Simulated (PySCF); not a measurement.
Gas-phase reaction: 6 C2H5 → 3 H2 + 4 C3H6 (cyclic)

Computed with PySCF (xtb for GFN2) and rigid-rotor harmonic-oscillator thermochemistry at 1 bar. Table values come from the NASA 1993 polynomials. S°(298 K) at PBE0/def2-TZVP differs from the NASA 1993 table for C2H5 (+9 J/mol/K); whether the harmonic model or the table's entry is off was not settled. † marks an energy on the PBE0/def2-TZVP geometry and frequencies; other levels use their own. CCSD(T) freezes the core. 6-31G* has spherical d functions here. Open shells (unrestricted): C2H5 (multiplicity 2); the rest are closed-shell singlets. GFN2 has no spin-polarisation term. B3LYP is the form with VWN-RPA correlation. CCSD(T) isn't extrapolated to the basis-set limit; its ΔH°(298 K) is -476.9 kJ in def2-SVP and -489.7 kJ in def2-TZVPP. The harmonic model lacks anharmonicity and excited electronic states, which grow with temperature; levels with a mode under 35 cm⁻¹ are left out. Internal rotation in C2H5 is treated as a harmonic vibration of one conformer, which makes the entropy rough. The table's entry may be an old estimate for C2H5 (not checked at source).

```json
[
 {"level": "table", "ΔH°(298 K), kJ": "-498.8", "minus table": "-", "ΔG°(1600 K), kJ": "-313.1"},
 {"level": "B3LYP/6-31G*", "ΔH°(298 K), kJ": "-429.7", "minus table": "69.1", "ΔG°(1600 K), kJ": "-117.4"},
 {"level": "BLYP/def2-TZVP†", "ΔH°(298 K), kJ": "-423.6", "minus table": "75.2", "ΔG°(1600 K), kJ": "-103.3"},
 {"level": "CCSD(T)/def2-SVP†", "ΔH°(298 K), kJ": "-476.9", "minus table": "21.9", "ΔG°(1600 K), kJ": "-156.5"},
 {"level": "CCSD(T)/def2-TZVPP†", "ΔH°(298 K), kJ": "-489.7", "minus table": "9.1", "ΔG°(1600 K), kJ": "-169.4"},
 {"level": "GFN2-xTB", "ΔH°(298 K), kJ": "-875.8", "minus table": "-377.0", "ΔG°(1600 K), kJ": "-521.8"},
 {"level": "HF/6-31G*", "ΔH°(298 K), kJ": "-91.4", "minus table": "407.4", "ΔG°(1600 K), kJ": "213.1"},
 {"level": "M06-2X/def2-TZVP†", "ΔH°(298 K), kJ": "-556.5", "minus table": "-57.7", "ΔG°(1600 K), kJ": "-236.2"},
 {"level": "PBE0/def2-SVP†", "ΔH°(298 K), kJ": "-461.9", "minus table": "36.9", "ΔG°(1600 K), kJ": "-141.6"},
 {"level": "PBE0/def2-TZVP", "ΔH°(298 K), kJ": "-457.3", "minus table": "41.5", "ΔG°(1600 K), kJ": "-137.0"},
 {"level": "r2SCAN/def2-TZVP†", "ΔH°(298 K), kJ": "-394.4", "minus table": "104.4", "ΔG°(1600 K), kJ": "-74.1"},
 {"level": "LDA/def2-TZVP†", "ΔH°(298 K), kJ": "-635.6", "minus table": "-136.8", "ΔG°(1600 K), kJ": "-315.3"}
]
```
